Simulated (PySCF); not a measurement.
Molecule: SMILES [C-]#CCC, [C₄H₅]-.

Geometry (Å), atoms numbered from 1 in this order:
```xyz
9

C     2.609   -0.470    0.631
C     1.520    0.008    0.324
C     0.206    0.601   -0.052
C    -0.912   -0.451   -0.129
H     0.264    1.110   -1.039
H    -0.106    1.378    0.678
H    -0.662   -1.212   -0.870
H    -1.881   -0.010   -0.404
H    -1.025   -0.949    0.836
```

Total charge -1.

Frames of a GFN2-xTB Langevin trajectory at 400 K; GIAO PBE0/pcSseg-1 shieldings in PySCF 2.14, gas phase, non-relativistic; equivalent atoms averaged within each frame.

δ = σ(ref) − σ, references computed at the same level: $^{13}$C (186.93 ppm), $^{1}$H (31.72 ppm) vs TMS. The references are static minima.

How do the shifts (ppm) fluctuate along the trajectory?

Answers


| time (fs) | C1 | C2 | C4 | C3 | H5/H6 | H7/H8/H9 |
| --- | --- | --- | --- | --- | --- | --- |
| optimised geometry | 174.7 | 98.9 | 24.0 | 23.0 | 2.60 | 0.94 |
| 250 | 174.6 | 96.9 | 18.4 | 17.8 | 2.25 | 0.59 |
| 425 | 175.0 | 103.3 | 22.8 | 19.7 | 2.27 | 0.74 |
| 625 | 188.9 | 109.4 | 30.4 | 34.2 | 4.62 | 1.19 |
| 800 | 177.3 | 106.2 | 29.7 | 27.4 | 3.75 | 2.28 |
| 1000 | 188.3 | 108.8 | 22.3 | 22.2 | 2.71 | 0.83 |
| mean of frames | 180.8 | 104.9 | 24.7 | 24.2 | 3.12 | 1.13 |
| standard deviation | 7.2 | 5.1 | 5.1 | 6.6 | 1.04 | 0.68 |

5 frames give an uncertainty of the mean of about the standard deviation over 2.2 at best, since frames this close in time may not be independent; classical motion lacks zero-point vibration, and the reference would need the same averaging.
